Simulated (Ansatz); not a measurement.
**One shape, several levels: AlHO2 (SMILES [O]=[Al][OH])**

We compute a comparison of 6 runs (UHF/STO-3G, BHLYP/STO-3G, UB3LYP/STO-3G, revPBE/STO-3G, wB97X/STO-3G, CCSDTQ/STO-3G) of AlHO2. 

Program for the calculation: Ansatz 0.2.0.

62 further runs of the same task are left out: 8 that didn't finish, 54 set aside as unsound or not needed.

## (1) Starting point

The species is AlHO2 (4 atoms), meant as a singlet with charge 0. SMILES: `[O]=[Al][OH]`. The H4–O3 distance was set to 1.186 Å, away from the relaxed value.

Bond lengths: O1–Al2 1.572 Å, Al2–O3 1.628 Å. Angles: O1–Al2–O3 180.0°. A long bond or contact: O3–H4 1.186 Å.

## (2) A single-point energy at UHF/STO-3G (run 1)

run.yaml

```yaml
crystal:
  periodic: [false, false, false]
  atoms:
    - {symbol: O, position_ang: [-1.776434, -1.553937, -0.719289]}
    - {symbol: Al, position_ang: [-0.644624, -0.565267, -0.259419]}
    - {symbol: O, position_ang: [0.528146, 0.458843, 0.217011]}
    - {symbol: H, position_ang: [1.381100, 1.209770, 0.557430]}
basis:
  gaussian:
    orbitals: STO-3G
magnetization:
  spin_polarized: true
hamiltonian:
  xc: hf
accuracy: high
```

Started as:

```bash
$ ansatz run run.yaml --threads 1 --pin off --max-ram 2610MiB --events-out events.jsonl --progress --plain --runs-dir runs
```

Standard output:

```text
Warning: RAYON_NUM_THREADS=1 ignored (pool sized by the plan → 1); use --threads N
Functional definition: HF
  name "HF"
  exchange = exact_x
  correlation = 0
342 factors; integrals over basis functions are off by at most 9.5e-9 eV
mean field evaluation 1: about -10527.7744 eV, gradient 2.8e1 eV
mean field evaluation 2: about -10527.7931 eV, gradient 2.8e1 eV
mean field evaluation 4: about -10534.5383 eV, gradient 3.6e0 eV
mean field evaluation 8: about -10534.6549 eV, gradient 2.7e-2 eV
mean field evaluation 16: about -10533.2191 eV, gradient 7.7e0 eV
mean field evaluation 32: about -10523.5230 eV, gradient 2.2e1 eV
mean field evaluation 64: about -10532.9411 eV, gradient 1.2e0 eV
mean field evaluation 96: about -10530.7563 eV, gradient 1.5e1 eV
mean field -10534.65082984 eV, -387.1412773537 hartree, gradient 1.7e-8 eV, S^2 0.000000; 0 other end points of the search recorded, 0 dependent functions left out
reference -10534.65082984 eV, -387.1412773537 hartree; 15, 15 occupied and 5, 5 virtual orbitals, 342 factors
Total energy: -10534.65082984 eV, -387.1412773537 hartree
```

Wall time 0.16 s (1 thread of Intel Xeon 6975P-C (Granite Rapids), shared host).

## (3) A single-point energy at BHLYP/STO-3G (run 2)

Edit run.yaml of step 2 so:

```diff
@@ -10,6 +10,4 @@
     orbitals: STO-3G
-magnetization:
-  spin_polarized: true
 hamiltonian:
-  xc: hf
+  xc: {name: BHLYP}
 accuracy: high
```

Started as:

```bash
$ ansatz run run.yaml --threads 1 --pin off --max-ram 2610MiB --events-out events.jsonl --progress --plain --runs-dir runs
```

Standard output:

```text
Warning: RAYON_NUM_THREADS=1 ignored (pool sized by the plan → 1); use --threads N
Functional definition: BHLYP
  name "BHLYP"
  parameter a = 0.5
  exchange = (1 - a)*b88_x + a*exact_x
  correlation = lyp_c
342 factors; integrals over basis functions are off by at most 9.5e-9 eV
mean field evaluation 1: about -10557.2591 eV, gradient 4.3e1 eV
mean field evaluation 2: about -10498.9626 eV, gradient 1.6e2 eV
mean field evaluation 4: about -10565.3404 eV, gradient 8.3e0 eV
mean field evaluation 8: about -10565.5564 eV, gradient 8.4e-2 eV
mean field evaluation 16: about -10565.5564 eV, gradient 5.0e-7 eV
mean field -10565.55644768 eV, -388.2770378607 hartree, gradient 7.0e-8 eV, S^2 0.000000; 0 other end points of the search recorded, 0 dependent functions left out
reference -10565.55646471 eV, -388.2770384868 hartree; 15, 15 occupied and 5, 5 virtual orbitals, 342 factors
Total energy: -10565.55646471 eV, -388.2770384868 hartree
```

Wall time 0.65 s (1 thread of Intel Xeon 6975P-C (Granite Rapids), shared host).

Runs 3 to 5 aren't shown in full; the table further down has their settings and results.

## (4) A single-point energy at CCSDTQ/STO-3G (run 6)

in.yaml

```yaml
basis:
  gaussian: {orbitals: STO-3G}
crystal:
  periodic: [false, false, false]
  atoms:
    - {symbol: O, position_ang: [-1.776434, -1.553937, -0.719289]}
    - {symbol: Al, position_ang: [-0.644624, -0.565267, -0.259419]}
    - {symbol: O, position_ang: [0.528146, 0.458843, 0.217011]}
    - {symbol: H, position_ang: [1.381100, 1.209770, 0.557430]}
correlation: {method: ccsdtq, frozen_orbitals: {Al: 5, H: 0, O: 1}}
accuracy: high
scf: {omitted_lower_state_checks: [cluster_reference, increment]}
```

Started as:

```bash
$ ansatz run in.yaml --threads 1 --pin off --max-ram 2610MiB --events-out events.jsonl --progress --plain --runs-dir runs
```

Standard output:

```text
Warning: RAYON_NUM_THREADS=1 ignored (pool sized by the plan → 1); use --threads N
[... 4 set-up lines as earlier in the session ...]
these checks for a lower state are left out or cut short: cluster_reference, increment
342 factors; integrals over basis functions are off by at most 9.5e-9 eV
mean field evaluation 1: about -10527.7744 eV, gradient 3.9e1 eV
mean field evaluation 2: about -10527.7931 eV, gradient 3.9e1 eV
mean field evaluation 4: about -10534.5383 eV, gradient 5.1e0 eV
mean field evaluation 8: about -10534.6495 eV, gradient 2.6e-1 eV
mean field evaluation 16: about -10528.1163 eV, gradient 2.7e1 eV
mean field -10534.65082984 eV, -387.1412773537 hartree, gradient 2.2e-8 eV, S^2 0.000000; 2 other end points of the search recorded, 0 dependent functions left out
7 core orbitals not correlated: weight in the atoms' cores, before any rotation towards them, 1.000 or more for the frozen orbitals, at most 0.000 for the correlated occupied ones
reference -10534.65082984 eV, -387.1412773537 hartree; 8, 8 occupied and 5, 5 virtual orbitals, 342 factors
second order -3.89584131 eV of doubles, -0.00000000 eV of singles
cycle   1  -3.61464422 eV  change    2.8e-1 eV  update   2.2e-1
cycle   2  -4.41223826 eV  change   -8.0e-1 eV  update   2.0e-1
cycle   3  -4.66129675 eV  change   -2.5e-1 eV  update   5.8e-2
cycle   4  -4.78629780 eV  change   -1.3e-1 eV  update   5.1e-2
cycle   5  -4.81398919 eV  change   -2.8e-2 eV  update   1.2e-2
cycle   6  -4.80946237 eV  change    4.5e-3 eV  update   9.8e-3
cycle   7  -4.81779248 eV  change   -8.3e-3 eV  update   4.5e-3
cycle   8  -4.81739930 eV  change    3.9e-4 eV  update   2.8e-3
cycle   9  -4.81461575 eV  change    2.8e-3 eV  update   1.5e-3
cycle  10  -4.81458383 eV  change    3.2e-5 eV  update   5.4e-4
cycle  11  -4.81482937 eV  change   -2.5e-4 eV  update   4.1e-4
cycle  12  -4.81460512 eV  change    2.2e-4 eV  update   3.0e-4
cycle  13  -4.81479225 eV  change   -1.9e-4 eV  update   1.2e-4
cycle  14  -4.81489223 eV  change   -1.0e-4 eV  update   9.0e-5
cycle  15  -4.81490856 eV  change   -1.6e-5 eV  update   3.5e-5
cycle  16  -4.81486325 eV  change    4.5e-5 eV  update   2.5e-5
cycle  17  -4.81483712 eV  change    2.6e-5 eV  update   1.4e-5
cycle  18  -4.81483081 eV  change    6.3e-6 eV  update   6.5e-6
cycle  19  -4.81482905 eV  change    1.8e-6 eV  update   4.6e-6
cycle  20  -4.81482442 eV  change    4.6e-6 eV  update   3.6e-6
cycle  21  -4.81482036 eV  change    4.1e-6 eV  update   1.4e-6
cycle  22  -4.81482625 eV  change   -5.9e-6 eV  update   2.0e-6
cycle  23  -4.81482552 eV  change    7.3e-7 eV  update   7.9e-7
cycle  24  -4.81482624 eV  change   -7.2e-7 eV  update   8.7e-7
cycle  25  -4.81482584 eV  change    4.1e-7 eV  update   4.0e-7
cycle  26  -4.81482572 eV  change    1.2e-7 eV  update   3.5e-7
cycle  27  -4.81482568 eV  change    3.5e-8 eV  update   1.6e-7
cycle  28  -4.81482563 eV  change    4.7e-8 eV  update   1.2e-7
cycle  29  -4.81482572 eV  change   -8.4e-8 eV  update   7.7e-8
cycle  30  -4.81482568 eV  change    4.2e-8 eV  update   3.3e-8
cycle  31  -4.81482568 eV  change   -4.5e-9 eV  update   1.8e-8
cycle  32  -4.81482568 eV  change    2.1e-9 eV  update   1.1e-8
cycle  33  -4.81482569 eV  change   -7.5e-9 eV  update   5.4e-9
cycle  34  -4.81482569 eV  change   -2.3e-9 eV  update   3.3e-9
cycle  35  -4.81482569 eV  change   -1.5e-9 eV  update   2.1e-9
cycle  36  -4.81482569 eV  change   2.9e-10 eV  update  8.0e-10
Total energy: -10539.46565553 eV, -387.3182189342 hartree
Checks for a lower state left out: cluster_reference, increment
```

It took 6.9 s on 1 thread of Intel Xeon 6975P-C (Granite Rapids), shared host; peak memory 0.13 GiB.

## (5) The series

```
run          level  frozen core orbitals  energy (Eh)  wall time
  1     UHF/STO-3G                     –  -387.141277     0.16 s
  2   BHLYP/STO-3G                     –  -388.277038     0.65 s
  3  UB3LYP/STO-3G                     –  -388.348426     0.93 s
  4  revPBE/STO-3G                     –  -388.272103     0.57 s
  5   wB97X/STO-3G                     –  -388.303783      3.3 s
  6  CCSDTQ/STO-3G                     7  -387.318219      6.9 s
```

## (6) Outcome

```
                                          quantity          value
                               run 6: total energy  -387.31822 Eh
run 6: correlation energy (7 core orbitals frozen)     -176.9 mEh
                              run 6: T1 diagnostic          0.032
```

What this shows: Totals of different functionals can't be ranked against each other. In runs 1, 2, 3, 4, 5, 6 the basis is minimal, so the values are rough. All runs together took 13 s, the longest 6.9 s.
